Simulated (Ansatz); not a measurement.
Isomers of C₃H₅NO, relaxed with PBE0-D4/def2-TZVP in Ansatz; electronic energies, one conformer each and not always the lowest. Functionals use def2-TZVPP; CBS adds triple-zeta CCSD(T) − MP2 to the MP2 limit of def2-TZVPP and def2-QZVPP.

Question: Order them by energy at frozen-core CCSD(T)/CBS, lowest first. (An estimate is asked.)
A. `C1=NCCO1`
B. `N/C=C1/CO1`
C. `OC1=NCC1`
D. `COC1=NC1`
E. `CC1(O)C=N1`
F. `C1=NCOC1`
G. `COC#CN`
H. `CC(N)=C=O`

Answer: A (0.0 kcal/mol), F (7.8 kcal/mol), C (10.5 kcal/mol), H (14.4 kcal/mol), E (31.1 kcal/mol), B (40.0 kcal/mol), D (41.1 kcal/mol), G (53.8 kcal/mol).

Question: How do PBE-D4, ωB97M-V, B2PLYP, MP2/CBS(def2) place them (kcal/mol, against `C1=NCCO1`)? (An estimate is asked.)

Answer: Ansatz gave: 
```tsv
isomer	PBE-D4	ωB97M-V	B2PLYP	MP2/CBS(def2)
`OC1=NCC1`	9.5	9.7	11.0	9.2
`COC1=NC1`	38.6	40.3	39.2	39.9
`CC(N)=C=O`	10.3	13.1	11.0	13.1
`C1=NCOC1`	8.8	7.8	8.2	8.4
`N/C=C1/CO1`	35.4	39.3	38.9	39.2
`CC1(O)C=N1`	31.8	31.5	32.2	29.2
`COC#CN`	52.5	53.2	50.7	52.6
```
